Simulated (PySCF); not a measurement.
C2H5O3S (charge -1).
Atom-mapped SMILES: `[CH3:1][O:2][CH2:3][S@:4](=[O:5])[O-:6]` (hydrogens: H7, H8, H9 on C1; H10, H11 on C3)

The geometry is computed with GFN2-xTB (gas phase).

(1) List the bond lengths, angles and torsions at this level.

Answers

(1) 
| bond | length (pm) |
| --- | --- |
| C1–O2 | 140.8 |
| O2–C3 | 141.5 |
| C3–S4 | 194.9 |
| S4=O5 | 149.7 |
| S4–O6 | 149.1 |
| C1–H7, C1–H8 | 109.2 |
| C1–H9 | 110.1 |
| C3–H10 | 109.8 |
| C3–H11 | 109.0 |

Bonds in one row agree within 1 pm and their mean is given. A selection of angles:
| angle | degrees |
| --- | --- |
| O2–C1–H7 | 111.0 |
| O2–C1–H8 | 107.1 |
| H7–C1–H8 | 110.4 |
| C1–O2–C3 | 111.9 |
| O2–C3–S4 | 115.3 |
| O2–C3–H10 | 111.5 |
| O2–C3–H11 | 106.7 |
| S4–C3–H10 | 106.8 |
| S4–C3–H11 | 106.2 |
| H10–C3–H11 | 110.2 |
| C3–S4–O5 | 102.1 |
| C3–S4–O6 | 98.9 |
| O5–S4–O6 | 112.3 |

Torsions: C1–O2–C3–S4 65° (synclinal); O2–C3–S4–O5 -75° (synclinal).

Of the pairs four or more bonds apart, O5···H7 is among the closest relative to their van der Waals radii: 2.17 Å, 80 % of the sum of Bondi's values. S4 (sulfur bonded to C and 2 O) is pyramidal (angles 112.3°, 102.1° and 98.9°, sum 313.3°, 0.65 Å off the plane of its three neighbours).

Point group: C1 (no symmetry element, even within 0.4 Å). Not checked by GFN2-xTB frequencies.

One conformer stands for the species.
